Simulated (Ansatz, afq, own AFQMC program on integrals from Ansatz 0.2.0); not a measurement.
AFQMC on a folder of integrals that Ansatz 0.2.0 wrote.

```yaml
crystal:
  periodic: [false, false, false]
  atoms:
    - {symbol: Si, position_ang: [0.000000, -0.087171, 0.000000]}
    - {symbol: H, position_ang: [0.000000, 1.214477, -2.196246]}
    - {symbol: H, position_ang: [0.000000, 1.214475, 2.196247]}
basis:
  gaussian: {orbitals: cc-pVDZ}
magnetization: {spin_polarized: true, initial_magnetization: 2}
correlation: {method: ccsd_t, electrons: outside_noble_gas, hamiltonian_folder: ham}
```

```sh
$ ansatz run in.yaml --threads 1 --pin off --events-out ev --progress --plain --max-ram 24576MiB --backend cuda --devices 0, --max-vram 18GiB
```

afq runs on the folder ham with

```
--method phaseless --trial cisd --walkers 4000 --populations 20 --least-time 60 --time-step 0.005 --steps-per-block 50 --equilibration-blocks 40 --max-blocks 4000 --target-error 0.00029 --factor-cut 1e-05 --start spin_pure --seed 5638 --release-times 0.24,0.51,0.99,1.62,2.4 --release-step 0.03 --release-every 3 --taylor-order 6
```

Times are imaginary, in 1/Eh. The walk had a cap of 122 s. With eight or more populations the least sampling time is a fifth of least-time, and the error comes from their spread.

afq prints:

```
orbitals 23  electrons 4 2  factors 133 of 273
reference energy -289.85449597 Eh
CCSD correlation -0.09018744 Eh in 19 cycles, weight of the determinant in the CISD state 0.6982
energy of the start -289.934020 Eh
 block  time / (1/Eh)  mean weight  energy / Eh
     1     0.250  1.0000  -289.937129
     2     0.500  0.9999  -289.939677
     3     0.750  0.9999  -289.941731
     4     1.000  1.0001  -289.943452
     5     1.250  1.0001  -289.944993
     7     1.750  1.0001  -289.946671
     9     2.250  1.0000  -289.948270
    11     2.750  1.0001  -289.949096
    15     3.750  1.0001  -289.950238
    19     4.750  1.0000  -289.951143
    23     5.750  1.0000  -289.951191
    27     6.750  1.0001  -289.951572
    31     7.750  1.0000  -289.952096
    35     8.750  1.0000  -289.951753
    39     9.750  0.9999  -289.952074
    43    10.750  1.0000  -289.951901
    47    11.750  1.0000  -289.951577
    51    12.750  1.0000  -289.951567
    55    13.750  1.0003  -289.951228
    59    14.750  1.0000  -289.951256
    63    15.750  0.9999  -289.951233
    67    16.750  0.9999  -289.951591
    71    17.750  0.9998  -289.951779
    75    18.750  1.0000  -289.951449
    79    19.750  0.9998  -289.951698
    83    20.750  0.9998  -289.952099
    87    21.750  1.0002  -289.951860
    89    22.250  1.0000  -289.954972
error from the spread of 20 populations
released: time / (1/Eh)  energy / Eh  error  mean overlap
  0.24  -289.951640  0.000248  0.9991
  0.51  -289.952096  0.000127  0.9983
  0.99  -289.952511  0.000102  0.9980
  1.62  -289.952598  0.000093  0.9976
  2.40  -289.953117  0.000103  0.9964
energy -289.951705 +/- 0.000137 Eh
(rows thinned)
```

The run passed its tests (sampling time, drift between the halves within three errors, error under three times the target), which doesn't prove that it has relaxed.

Against this walk (error 3.7 meV) on the same determinant: CCSD(T) 31.8 meV higher, CCSDT(Q) 98.0 meV lower, CCSDTQ 88.3 meV lower, full CI 88.2 meV lower. The error is statistical and leaves out the bias of the constraint. The determinant has ⟨S²⟩ = 2.64, so the low cluster orders mix in higher spin, while the walk starts as a pure triplet. The released energies are still falling (meV from the phaseless value at times in 1/Eh: 2 ± 7 at 0.24, -11 ± 3 at 0.51, -22 ± 3 at 0.99, -24 ± 3 at 1.62, -38 ± 3 at 2.40), so they give no level; they do show a bias of the constraint, and the last of them that isn't too noisy lies 50 meV above full CI. Full CI is exact here, so the walk's 88 meV above it is the walk's own error: the bias of the constraint with this trial. The determinant is a poor start (see the cautions), so the low cluster orders aren't to be relied on, and full CI is the sure value.

Cautions: constraint bias not in the error; lower spins were not checked; an unrestricted solution with more broken spin lies lower (113 meV, ⟨S²⟩ 2.78); strong correlation (T1 0.104, weight of the determinant 0.70, largest double 0.18); (T) is large, 6 % of the CCSD correlation; unrestricted determinant spin contaminated (⟨S²⟩ 2.64 against 2.00); CCSD(T) is in doubt: in a space of 6 electrons in 9 natural orbitals full CI lies 84 meV below it.

The walk took 22 s on 1 × NVIDIA H100 80GB HBM3 with 2 threads of AMD EPYC 7R13 Processor (Zen 3), with other jobs on the host (the card was shared). The log's last line is the phaseless energy.

CCSDT and higher add their correlation energy to the determinant of the CCSD(T) run, since their own runs factorise the integrals more tightly (a shift of under 2 meV). A walk keeps the symmetry of its determinant, which the program's search chose and which needn't be the lowest solution, so a lower state of the same spin and another symmetry isn't excluded.
